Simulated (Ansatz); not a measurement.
**C₂H₄F radical: an energy map over angle C2–C1–H5 and angle H6–C1–H5**

Aim: map the energy of C₂H₄F, SMILES C[CH]F, spin multiplicity 2 over two coordinates, and find its wells, ridges and stiffness.

Computed with Ansatz 0.2.0. Level: UHF/def2-TZVP.

## (1) Where the work starts

SMILES `C[CH]F`, 7 atoms, charge 0, spin multiplicity 2.

Atoms are counted from 1 here; the program's logs count them from 0.

Bond lengths: C1–C2 1.480 Å, C1–H4 1.108 Å, C1–H5 1.119 Å, C1–H6 1.111 Å, C2–F3 1.351 Å, C2–H7 1.105 Å. Angles: C2–C1–H4 110.2°, C2–C1–H5 112.9°, C2–C1–H6 111.1°, H4–C1–H5 107.5°, H4–C1–H6 108.4°, H5–C1–H6 106.6°, C1–C2–F3 116.4°, C1–C2–H7 123.5°, F3–C2–H7 113.1°.

As a file:

```xyz
7
charge 0, multiplicity 2
C    -0.5364    0.3053   -0.1198
C     0.6143   -0.5979    0.1043
F     1.3373   -0.3833    1.2252
H    -1.1362   -0.0469   -0.9819
H    -0.2266    1.3595   -0.3340
H    -1.1961    0.3431    0.7736
H     1.2051   -1.0478   -0.7133
```

This geometry comes from a loose relaxation at PBE in a small basis, which is not shown.

## (3) The grid

The axes are (1) angle C2–C1–H5: 15 values from 66.3 to 156.3 °; (2) angle H6–C1–H5: 15 values from 63.0 to 153.0 °.

Nothing else is relaxed (all other coordinates rigid). Energies count from the relaxed molecule at the same level. Points are written as (first, second).

(The set-up runs are not shown.)

## (4) The run at (72.7°, 63.0°)

Input file input.yaml:

```yaml
crystal:
  periodic: [false, false, false]
  atoms:
    - { symbol: C, position_ang: [-0.543342, 0.301854, -0.117946] }
    - { symbol: C, position_ang: [0.941216, 0.274452, -0.072401] }
    - { symbol: F, position_ang: [1.481909, 0.995202, 0.909526] }
    - { symbol: H, position_ang: [-1.128081, -0.035628, -0.964736] }
    - { symbol: H, position_ang: [-0.194389, 1.312373, -0.324057] }
    - { symbol: H, position_ang: [-0.885627, 1.085979, 0.54754] }
    - { symbol: H, position_ang: [1.540565, 0.290982, -0.964933] }
magnetization:
  spin_polarized: true
  initial_magnetization: 1
basis:
  gaussian: { orbitals: def2-TZVP }
hamiltonian:
  xc: hf
output:
  forces: true
```

Started as:

```sh
$ ansatz run input.yaml --threads 1 --pin off --max-ram 2560MiB --backend cpu --events-out ev --progress --plain --runs-dir out
```

Further runs follow: the other points that were computed.

**Question.** What will these runs give? Wanted: lowest point; highest computed point; largest force on an atom.

**Answer**, as computed:

| quantity | value |
| --- | --- |
| lowest point | (111.3°, 108.0°), 0.00 eV |
| highest computed point | (156.3°, 153.0°), 5.61 eV above the lowest |
| largest force on an atom (eV/Å) | 0.0 at (111.3°, 108.0°) to 9.6 at (156.3°, 153.0°); 0.0 at the lowest point |
| time for the whole task | 5.5 min on 1 thread, shared host |

**Reading.** The lowest computed point is at (111.3°, 108.0°), which is the relaxed molecule at the same level itself. No other kind of well shows on this grid. The highest computed point, (156.3°, 153.0°), lies 5.61 eV above the lowest. Round the minimum the valley is somewhat tilted: raising angle C2–C1–H5 shifts the best value of angle H6–C1–H5 downwards (coupling k₁₂/√(k₁₁k₂₂) about 0.2).
